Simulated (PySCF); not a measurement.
CS2: adding exact exchange

Base calculation in PySCF with density fitting and no spin–orbit coupling, PBE/def2-TZVP (no relativity): singlet, D∞h, C–S 1.562 Å (×2); wavenumbers 392 (×2), 664, 1550 cm⁻¹; gap between the highest occupied and lowest empty levels 3.96 eV, polar-tensor charge of C 0.63 e, atomisation energy (no zero-point energy) 1264 kJ/mol.

Q: What changes on going to PBE0/def2-TZVP (no relativity)?

A: The point group stays the same. Changes: mean bond to C -0.014 Å, highest wavenumber +45 cm⁻¹, lowest wavenumber +21 cm⁻¹, gap between the highest occupied and lowest empty levels +1.90 eV, polar-tensor charge of C +0.17 e, atomisation energy (no zero-point energy) -74 kJ/mol. The new structure has C–S 1.548 Å (×2), with wavenumbers 413 (×2), 693, 1595 cm⁻¹. Exact exchange shortens and stiffens the bonds and opens the gap, the usual pattern.

Each species is the lowest minimum found with this bonding; other isomers or fragments can lie lower.
